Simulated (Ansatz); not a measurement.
**The cluster SnGe2: the relaxed shape and its frontier levels**

Aim: characterise the cluster SnGe2 as a singlet: its structure, frontier levels and distribution of charge.

Computed with Ansatz 0.2.0, Gaussian basis. Level: RKS PBE0-D4/def2-TZVP.

Plan: relaxation at r2SCAN-D4/def2-TZVP; a search for the lowest solution at PBE0-D4/def2-SVP; a single point at PBE0-D4/def2-TZVP.

2 further runs of the same task are left out: 2 set aside as unsound or not needed. Runs told in other sessions of the task aren't counted.

### 1 Starting geometry

3 atoms, charge 0, spin multiplicity 1.

Atoms are counted from 1 here; the program's logs count them from 0.

Bond lengths: Ge1–Ge2 2.218 Å, Ge2–Sn3 2.428 Å. Angles: Ge1–Ge2–Sn3 88.4°.

As a file:

| atom | x (Å) | y (Å) | z (Å) |
| --- | --- | --- | --- |
| Ge1 | -0.2983 | 1.6379 | 0.0334 |
| Ge2 | 1.1090 | -0.0757 | -0.0170 |
| Sn3 | -0.8108 | -1.5622 | -0.0164 |

Sn takes a core potential in the def2 sets. No spin-orbit coupling is included.

The start is a GFN1-xTB geometry.

### 2 Optimising with r2SCAN-D4/def2-TZVP

in.yaml

```yaml
crystal:
  periodic: [false, false, false]
  atoms:
    - {symbol: Ge, position_ang: [-0.298250, 1.637890, 0.033430]}
    - {symbol: Ge, position_ang: [1.109040, -0.075680, -0.017030]}
    - {symbol: Sn, position_ang: [-0.810790, -1.562210, -0.016400]}
basis:
  gaussian: {orbitals: def2-TZVP}
hamiltonian: {xc: r2scan, dispersion: d4}
scf: {lower_state_search: "off"}
output: {orbitals: {seedname: orbitals}}
relax: {f_tol: 0.02, max_steps: 100}
```

On the command line:

```sh
> ansatz run in.yaml --threads 4 --pin off --events-out ev --progress --plain --max-ram 3916MiB
```

Output (excerpt; [...] marks lines left out):

```text
Functional definition: r2SCAN
  name "r2SCAN"
  cite "Furness, Kaplan, Ning, Perdew & Sun, J. Phys. Chem. Lett. 11, 8208 (2020) doi:10.1021/acs.jpclett.0c02405"
  cite "Furness, Kaplan, Ning, Perdew & Sun, J. Phys. Chem. Lett. 11, 9248 (2020) doi:10.1021/acs.jpclett.0c03077"
  parent r2scan
[...]
1104 factors; their error is unknown
[...]
mean field -118869.41958560 eV, -4368.3705971843 hartree, gradient 6.3e-6 eV, S^2 0.000000; 0 other end points of the search recorded, 0 dependent functions left out
[...]
reference -118869.41959507 eV, -4368.3705975324 hartree; 43, 43 occupied and 103, 103 virtual orbitals, 1104 factors
relax step   1: F+E_penalty+E_count = -118869.44470380 eV  Δ(F+E_penalty+E_count) = +0.000e0 eV  max|allowed force component| = 9.989e-1 eV/Å  Δτ_max = 0.0000 Å  (20 SCF iters, accepted)
[...]
relax step   3: F+E_penalty+E_count = -118869.48562593 eV  Δ(F+E_penalty+E_count) = -2.118e-3 eV  max|allowed force component| = 7.096e-2 eV/Å  Δτ_max = 0.0610 Å  (23 SCF iters, accepted)
[...]
relax step   4: F+E_penalty+E_count = -118869.48778916 eV  Δ(F+E_penalty+E_count) = -2.163e-3 eV  max|allowed force component| = 6.823e-3 eV/Å  Δτ_max = 0.0273 Å  (24 SCF iters, accepted)
Total energy: -118869.48779863 eV, -4368.3731039668 hartree
Atom 0 at    -0.332310     1.638722     0.033926 Å, force    -0.002120    -0.000299     0.000025 eV/Å
Atom 1 at     1.163587    -0.090558    -0.018067 Å, force    -0.004395    -0.006524    -0.000054 eV/Å
Atom 2 at    -0.831277    -1.548164    -0.015860 Å, force     0.006516     0.006823     0.000030 eV/Å
Dipole moment:    -0.182349    -0.197956    -0.000953 e Å
Checks for a lower state left out: stability, starts, cluster_reference, orbital_swaps, neighbouring_geometries, increment
```

It took 8 s on 4 threads of Arm Neoverse V1, shared host.

Relaxation path:

```csv
step,energy from step 1 (eV),largest force component (eV/Å)
1,0.0000,0.9989
2,-0.0388,0.1714
3,-0.0409,0.0710
4,-0.0431,0.0068
```

Distances of close pairs at the start and the end, largest changes first:

```
   bond  before (Å)  after (Å)  change (Å)
Ge1–Ge2       2.218      2.287      +0.069
Ge2–Sn3       2.428      2.471      +0.043
```

Bonds by kind at the end (by distance):

```csv
bond,count,shortest (Å),longest (Å)
Ge–Ge,1,2.287,2.287
Ge–Sn,1,2.471,2.471
```

### 3 Searching for the lowest solution, PBE0-D4/def2-SVP

start.molden holds the orbitals of an earlier run on this state, given as this run's starting guess.

in.yaml

```yaml
crystal:
  periodic: [false, false, false]
  atoms:
    - {symbol: Ge, position_ang: [-0.332310, 1.638722, 0.033926]}
    - {symbol: Ge, position_ang: [1.163587, -0.090558, -0.018067]}
    - {symbol: Sn, position_ang: [-0.831277, -1.548164, -0.015860]}
basis:
  gaussian: {orbitals: def2-SVP, initial_orbitals: start.molden}
hamiltonian: {xc: pbe0, dispersion: d4}
output: {orbitals: {seedname: orbitals}}
```

Launched as before.

Output:

```text
Functional definition: PBE0
  name "PBE0"
  cite "Adamo & Barone, J. Chem. Phys. 110, 6158 (1999) doi:10.1063/1.478522"
  cite "Perdew, Burke & Ernzerhof, Phys. Rev. Lett. 77, 3865 (1996) doi:10.1103/PhysRevLett.77.3865"
  parent pbe
  parameter a = 0.25
  parameter kappa = 0.804
  parameter beta = 0.06672455060314922
  exchange = (1 - a)*pbe_x(kappa = kappa, mu = beta*pi^2/3) + a*exact_x
  correlation = pbe_c(beta = beta)
974 factors; integrals over basis functions are off by at most 6.0e-4 eV
mean field evaluation 1: about -118839.2206 eV, gradient 2.7e1 eV
mean field evaluation 2: about -118839.3482 eV, gradient 2.8e-1 eV
mean field evaluation 4: about -118839.3590 eV, gradient 2.4e-3 eV
mean field evaluation 8: about -118838.3144 eV, gradient 1.7e1 eV
mean field evaluation 16: about -118839.3590 eV, gradient 2.6e-2 eV
mean field -118839.35898864 eV, -4367.2658906220 hartree, gradient 1.7e-5 eV, S^2 0.000000; 1 other end points of the search recorded, 0 dependent functions left out
reference -118839.35900894 eV, -4367.2658913677 hartree; 43, 43 occupied and 47, 47 virtual orbitals, 974 factors
Total energy: -118839.48657258 eV, -4367.2705792451 hartree
```

Run time: 1.5 s. Hardware: 4 threads of Arm Neoverse V1, shared host.

HOMO -5.94 eV, LUMO -3.29 eV.

### 4 Single point, PBE0-D4/def2-TZVP

in.yaml, as its differences from that of step 3:

```diff
@@ -7,4 +7,5 @@
 basis:
-  gaussian: {orbitals: def2-SVP, initial_orbitals: start.molden}
+  gaussian: {orbitals: def2-TZVP, initial_orbitals: start.molden}
 hamiltonian: {xc: pbe0, dispersion: d4}
-output: {orbitals: {seedname: orbitals}}
+scf: {omitted_lower_state_checks: [starts]}
+output: {forces: true, orbitals: {seedname: orbitals}}
```

Same command.

Output (excerpt; [...] marks lines left out):

```text
Functional definition: PBE0
  name "PBE0"
  cite "Adamo & Barone, J. Chem. Phys. 110, 6158 (1999) doi:10.1063/1.478522"
  cite "Perdew, Burke & Ernzerhof, Phys. Rev. Lett. 77, 3865 (1996) doi:10.1103/PhysRevLett.77.3865"
  parent pbe
[...]
1263 factors; their error is unknown
[...]
mean field -118853.70757904 eV, -4367.7931915931 hartree, gradient 2.3e-5 eV, S^2 0.000000; 0 other end points of the search recorded, 0 dependent functions left out
[...]
reference -118853.70760238 eV, -4367.7931924510 hartree; 43, 43 occupied and 103, 103 virtual orbitals, 1263 factors
Total energy: -118853.83516602 eV, -4367.7978803284 hartree
Atom 0 at    -0.332310     1.638722     0.033926 Å, force    -0.079500    -0.005602     0.001024 eV/Å
Atom 1 at     1.163587    -0.090558    -0.018067 Å, force     0.106301    -0.047932    -0.002358 eV/Å
Atom 2 at    -0.831277    -1.548164    -0.015860 Å, force    -0.026801     0.053534     0.001334 eV/Å
Dipole moment:    -0.186509    -0.187557    -0.000708 e Å
Checks for a lower state left out: starts
```

It took 3 s on 4 threads of Arm Neoverse V1, shared host.

HOMO -5.90 eV, LUMO -3.26 eV.

Mulliken charges, from this run's orbitals:

| atom | value (e) |
| --- | --- |
| Ge1 | -0.03 |
| Ge2 | -0.18 |
| Sn3 | 0.20 |

Largest Mayer bond orders: Ge1–Ge2 1.69; Ge2–Sn3 1.55; Ge1–Sn3 0.90.

The fields below are evaluated on a grid from the run's orbitals.

Frontier orbitals at PBE0-D4/def2-TZVP, with the share of their density that lies nearest to each atom:

| orbital | energy (eV) | lies on |
| --- | --- | --- |
| HOMO-1 | -6.03 | Ge2 42 %; Ge1 31 %; Sn3 27 % |
| HOMO | -5.90 | Ge1, Ge2 about 38 % each; Sn3 24 % |
| LUMO | -3.26 | Sn3 43 %; Ge1, Ge2 about 29 % each |

ELF in a plane through or near 3 of the atoms.

Ten even steps from ' ' (0.00) to '@' (0.95):
```
                                                        
              ..                                        
        ..::--==--::..                ..::::::..        
      ::**##%%%%%%##++..          ..--++######**--..    
    --**@@@@@@@@@@%%##--..      ..--++##%%%%@@@@%%++::  
  ..++%%@@@@@@@@%%##**==::......::==++**##%%@@@@@@##==..
  --##@@@@@@%%++--::::====------::::::----++##@@@@@@##::
  --##@@@@%%==--**##**::==++++--::++####++--==##@@@@##==
  --**%%@@##--==##--##..++**++--::**==--%%==--**@@@@##==
  ..==**##**--::++**----++**++==::****++##==--**%%%%**--
    ..::==++==--::--==++==::--====::====--::--**##**==..
        ::--==++**####::--==--..++++--::::--======--..  
        ..::--++####**--******::--##++==------::::..    
        ..::==**##%%**::**++##::==%%##++--::....        
          ::==**##%%##--::::::--**%%%%**==::..          
          ..--++**####**====++**%%%%##**==::            
            ..::==++**########%%%%##**==::              
                ..::--++********++==::..                
                    ..::--------::..                    
                                                        
```
The map spans 8.6 Å across and 7.5 Å up, centred on the molecule. Atoms in the plane (x, y in Å): Ge1 (-1.5, 0.7), Ge2 (-0.1, -1.2), Sn3 (1.7, 0.5).

log10 of the density (e/Å³) in the same plane.

Ten even steps from ' ' (-4.0) to '@' (2.1):
```
            ..........              ................    
      ......::::::::::................::::::........    
    ....::::::::::::::::::......::::::::::::::::......  
....::::------------------::::::::--------------::::....
..::::----==============----------============----::::..
..::::--====++++++++++==============++++++++====----::::
::::----==++++********++++======++++******++++====----::
::::--====++**##%%@@%%**++++++++++##%%%%##**++++==----::
::::--==++++**##@@@@%%**++++++++**%%%%%%%%##**++====--::
::::----==++++**%%%%##**++++++++**##%%%%%%##**++==----::
..::::--====++++++******************####****++====----::
....::::--====++++++****##%%##****++++++++++====----::::
  ..::::----====++++++##@@@@%%##**++++++======----::::..
  ....::::----====++++##%%@@%%##**++++====------::::....
    ....::::----====++**********++++====----::::......  
      ..::::----======++++++++++++====----::::::..      
        ..::::::----==============------::::....        
          ....::::------------------::::::....          
            ....::::::----------::::::::....            
            ........::::::::::::::......                
```
The map spans 8.6 Å across and 7.5 Å up, centred on the molecule. Atoms in the plane (x, y in Å): Ge1 (-1.5, 0.7), Ge2 (-0.1, -1.2), Sn3 (1.7, 0.5).

On the surface of density 0.002 e/bohr³ the electrostatic potential runs, from the 1st to the 99th percentile, from -0.42 V near Ge2 to 1.45 V near Sn3.

### 5 Summary of results

| quantity | value |
| --- | --- |
| point group | Cs |
| Ge–Ge bond | 2.287 Å |
| HOMO, LUMO at PBE0-D4/def2-TZVP | -5.90, -3.26 eV |
| dipole at r2SCAN-D4/def2-TZVP | 1.29 D |

**Reading.** The molecule keeps its bonding pattern by the stored test; the atoms moved 0.04 Å (rms). No usable vibrations, so a minimum isn't proven. The HOMO lies nearest to Ge1, Ge2 about 38 % each; Sn3 24 % and the LUMO to Sn3 43 %; Ge1, Ge2 about 29 % each. Whether this spin is the lowest isn't tested here.
